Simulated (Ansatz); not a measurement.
Input file:

```yaml
crystal:
  periodic: [false, false, false]
  atoms:
    - {symbol: C, position_ang: [-0.002063, 1.200529, 0.000000]}
    - {symbol: S, position_ang: [-0.002063, -0.598272, 0.000000]}
    - {symbol: H, position_ang: [1.045062, 1.521364, 0.000000]}
    - {symbol: H, position_ang: [-0.477424, 1.602744, 0.895197]}
    - {symbol: H, position_ang: [-0.477424, 1.602744, -0.895197]}
basis:
  gaussian: {orbitals: "cc-pV(T+d)Z.json"}
magnetization: {spin_polarized: false, initial_magnetization: 1}
correlation: {method: sc_nevpt2, electrons: outside_noble_gas, active_space: {window: {electrons: 13, orbitals: 11}, shells: [{species: C, l: s, shell: 2}, {species: C, l: p, shell: 2}, {species: H, l: s, shell: 1}, {species: S, l: s, shell: 3}, {species: S, l: p, shell: 3}]}}
```

```sh
$ ansatz run in.yaml --threads 2 --pin off --events-out ev --progress --plain --max-ram 34560MiB --backend cuda --devices 0, --max-vram 37GiB
```

Output:

```
1390 factors; integrals over basis functions are off by at most 2.4e-7 eV
mean field evaluation 1: about -11894.3417 eV, gradient 1.6e1 eV
mean field evaluation 2: about -11894.3439 eV, gradient 1.6e1 eV
mean field evaluation 4: about -11895.3819 eV, gradient 2.0e0 eV
mean field evaluation 8: about -11895.3963 eV, gradient 9.2e-2 eV
mean field evaluation 16: about -11895.3560 eV, gradient 4.2e-1 eV
mean field evaluation 32: about -11895.3818 eV, gradient 6.3e-2 eV
mean field evaluation 64: about -11895.3569 eV, gradient 2.6e-2 eV
mean field -11895.39634681 eV, -437.1477527559 hartree, gradient 1.9e-6 eV, S^2 0.750000; 6 other end points of the search recorded, 0 dependent functions left out
reference -11895.39634681 eV, -437.1477527559 hartree; 13, 12 occupied and 98, 99 virtual orbitals, 1390 factors
state -11897.80884214 eV, -437.2364103243 hartree
state -11897.80884214 eV, -437.2364103243 hartree; corrected -11903.91639859 eV, -437.4608588839 hartree
Total energy: -11903.91639859 eV, -437.4608588839 hartree
Checks for a lower state left out: starts, orbital_swaps
```

Natural occupations: 1.9994 1.9979 1.9831 1.9772 1.9769 1.9723 1.0007 0.0300 0.0214 0.0212 0.0198.

For the same geometry and basis UCCSDT(Q) lies 1867.2 meV lower.

Ran on 2 threads of AMD EPYC 7R13 with a shared H100 80 GB, shared host: 37 s wall, 0.86 GiB peak host memory.
